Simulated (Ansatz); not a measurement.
An input meant for BH2(NH2) (BNH₄) (charge 0, singlet).

```yaml
crystal:
  periodic: [false, false, false]
  atoms:
    - {symbol: B, position_ang: [0.343935, 0.596956, 0.003713]}
    - {symbol: H, position_ang: [1.357875, 0.678712, 0.645582]}
    - {symbol: H, position_ang: [-0.351443, -0.559876, 0.046228]}
    - {symbol: N, position_ang: [-0.351443, -0.609876, -0.003772]}
    - {symbol: H, position_ang: [-1.212680, -0.754598, -0.520827]}
    - {symbol: H, position_ang: [-0.047394, -1.432305, 0.507293]}
basis:
  gaussian: {orbitals: cc-pVDZ, nuclear_model: gaussian}
hamiltonian: {xc: {name: SVWN5}}
scf: {omitted_lower_state_checks: [starts]}
```

```sh
$ ansatz run in.yaml --threads 4 --pin off --events-out ev --progress --plain --max-ram 3916MiB
```

Output, abridged:

```
Functional definition: SVWN5
584 factors; their error is unknown
mean field evaluation 1: about -1168.8794 eV, gradient 1.7e2 eV
mean field evaluation 2: about -1075.6423 eV, gradient 2.1e2 eV
mean field evaluation 4: about -1200.2789 eV, gradient 5.4e1 eV
mean field evaluation 8: about -1209.3070 eV, gradient 1.0e0 eV
mean field evaluation 16: about -1209.0268 eV, gradient 5.9e-4 eV
mean field -1209.02680431 eV, -44.4309155505 hartree, gradient 2.5e-5 eV, S^2 0.000000; 0 other end points of the search recorded, 0 dependent functions left out
reference -1209.02683023 eV, -44.4309165033 hartree; 8, 8 occupied and 40, 40 virtual orbitals, 584 factors
Total energy: -1209.02683023 eV, -44.4309165033 hartree
Checks for a lower state left out: starts
```

Task: What is wrong with this run?

Result: One atom was put on top of another. The run converged. The result belongs to that input, not to the species as meant.
